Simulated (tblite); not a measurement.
# H5OP: the cost of one run

Programs: tblite 0.8.0 and PySCF 2.14.0. All values are calculated, for the isolated system unless a continuum is named. Atoms count from 0, parts from 1.

## 1. Starting point

7 atoms, charge 0, multiplicity 1; geometry: rigid parts in contact. Parts: 1 = atoms 0–2, `O`, charge 0; 2 = atoms 3–6, `P`, charge 0.

## 2. Bringing the parts together with GFN2-xTB

What the job is given:

```
{"job": {"kind": "dock", "xc": "GFN2-xTB", "basis": "xTB"}, "charge": 0, "multiplicity": 1, "parts": [{"atoms": "0-2", "charge": 0, "multiplicity": 1}, {"atoms": "3-6", "charge": 0, "multiplicity": 1}]}
O     -0.005105     0.379193     0.010738
H     -0.769452    -0.199864    -0.006075
H      0.774557    -0.179329    -0.004663
P     -0.453469     2.070093     2.252350
H     -0.551526     3.452050     2.191361
H      0.537544     2.128075     3.220603
H     -1.457041     1.985698     3.205707
```

Level: GFN2-xTB search for minima from random contacts, gas phase.

Command:

```console
OMP_NUM_THREADS=1 python cluster_run.py task.json out
```

One launch serves the whole session: the jobs run in the order shown.

Q: Estimate the wall time of this first job on 1 thread of Arm Neoverse N1, shared host.

About 2.6 s.
